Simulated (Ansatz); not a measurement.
**How far each method lies from RCCSDTQ for HSiAs, singlet**

Geometry: that of the HSiAs, triplet, kept fixed.

```xyz
3

Si    0.0000   -0.1044    1.5718
As    0.0000    0.0229   -0.6206
H     0.0000    1.2046    2.3294
```

Basis cc-pVDZ; Ansatz 0.2.0. Only valence electrons are correlated (noble-gas cores and the filled d shells of p-block atoms frozen), which leaves 10 electrons in 31 orbitals. R marks a restricted (for open shells ROHF) determinant. Active spaces: valence = (10e, 9o) chosen from the atoms' valence shells. No spin–orbit coupling is included, and no scalar relativity.

Full CI isn't at hand for all of this; RCCSDTQ serves as the reference, and is uncertain by about the last step of the cluster series.

The UHF ⟨S²⟩ is 1.450 and the T1 diagnostic (RCCSD) is 0.0733. The largest doubles amplitude (RCCSD) is 0.176.

Task: From what is known of these methods and the diagnostics, rank them by the size of their error in total energy against RCCSDTQ in cc-pVDZ, smallest first (an estimate: the text doesn't fix the numbers).
A. RCCSDT(Q)
B. NEVPT2 (valence space)
C. MRCISD (valence space)
D. MRCISD+Q (valence space)
E. CASSCF (valence space)

Result: D (0.11 kcal/mol), A (0.42 kcal/mol), C (6.41 kcal/mol), B (20.27 kcal/mol), E (86.07 kcal/mol).

All errors are against RCCSDTQ in cc-pVDZ. Below it: RCCSDT(Q). With T1 at 0.073 and a doubles amplitude of 0.18 one determinant is a poor start. Within each family the higher level lies nearer, as is usual though not guaranteed.

Natural occupations of CASSCF (valence space) about the gap: 1.991 1.977 1.959 1.874 1.794 0.215 0.131 0.036 0.023; effectively unpaired electrons, Σ n²(2−n)², 0.42.
